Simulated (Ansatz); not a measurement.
sulfur dioxide anion (O2S), SMILES S(=O)=O (connectivity only; charge and spin as stated), charge -1, multiplicity 2.

Coordinates come from a r2SCAN-D4/def2-TZVPD optimisation. The multiplicity is an assumed one; other spin states were not compared.

Two levels are set side by side: PBE/def2-TZVPD (Ansatz, an electronic-structure program) and CAM-B3LYP/def2-TZVPD (Ansatz). Energy differences of separate SCF runs at the same geometry; the states with an electron removed or added have multiplicity 1. Differences are taken from unrounded values.

```tsv
quantity	CAM-B3LYP
vertical ionisation energy (eV)	1.84
```

Q: What does PBE give, and how far is it from CAM-B3LYP? (An estimate is asked for; the answer gives what the named calculation found.)

A: 
```csv
quantity,PBE,PBE minus CAM-B3LYP
vertical ionisation energy (eV),1.40,-0.43
```
